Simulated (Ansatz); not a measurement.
Two structures of CH5FSi, singlet, reached by relaxing down either side of one saddle point (PBE0-D4/def2-TZVP). Energies are electronic, without zero-point energy. Ansatz 0.2.0; basis: def2-TZVPP and def2-QZVPP; cores frozen in the correlated methods. Extrapolation: Hartree–Fock as exp(−7.88 √X), correlation as X^−2.97. First:

Si1  (-0.998, -0.464, -0.203)
C2  (0.825, -0.682, 0.267)
H3  (-1.226, 1.633, -1.583)
F4  (-0.705, 1.762, -0.823)
H5  (-1.460, 0.022, 1.164)
H6  (1.465, -0.911, -0.587)
H7  (0.869, -1.537, 0.956)
H8  (1.229, 0.177, 0.809)
(Å)

Second:

```xyz
8
angstrom
Si -0.7353 0.4356 -0.1590
C 0.8077 -0.5322 0.1843
H -1.4143 -0.0417 -1.3902
F -0.3565 1.9772 -0.3907
H -1.6787 0.3805 0.9862
H 1.5046 -0.4708 -0.6546
H 0.5605 -1.5857 0.3440
H 1.3120 -0.1627 1.0801
```

(1) Which bonds change from the first to the second?

(2) Give the saddle point's structure and its height above each. (Judge from chemistry; the value comes from the calculation.)

T1 diagnostic: at most 0.015. The restricted Hartree–Fock reference is unstable towards an unrestricted one at one or more of these structures.

## Answers

(1) CH₄Si ([CH3][SiH]) + HF → CH₅FSi ([CH3][SiH2][F]); bonds formed: Si1–H3, Si1–F4; bonds broken: H3–F4.

(2) Computed: 9.23 kcal/mol above the first and 93.69 kcal/mol above the second (CCSD(T) at an estimated basis limit (MP2 extrapolated from triple and quadruple zeta, plus CCSD(T) − MP2 in triple zeta)).
Si1  (-0.920, -0.104, -0.216)
C2  (0.819, -0.632, 0.236)
H3  (-1.197, 1.066, -1.413)
F4  (-0.640, 1.800, -0.774)
H5  (-1.563, 0.122, 1.123)
H6  (1.459, -0.757, -0.638)
H7  (0.772, -1.589, 0.768)
H8  (1.271, 0.096, 0.915)
(Å)

Losses and insertions of silylenes and their heavier kin drive the gas-phase chemistry of silicon and germanium vapour deposition.

Labels in which every atom is bracketed show which atoms are joined, not bond orders.

For scale, one of the runs: CCSD(T)/def2-TZVPP, 174 basis functions, launched by `ansatz run in.yaml --threads 2 --pin off --events-out ev --progress --plain --max-ram 4352MiB`. The run took 34 s on 2 CPU threads of an Arm Neoverse V1 (shared host), with 1.5 GiB of host memory at its peak.
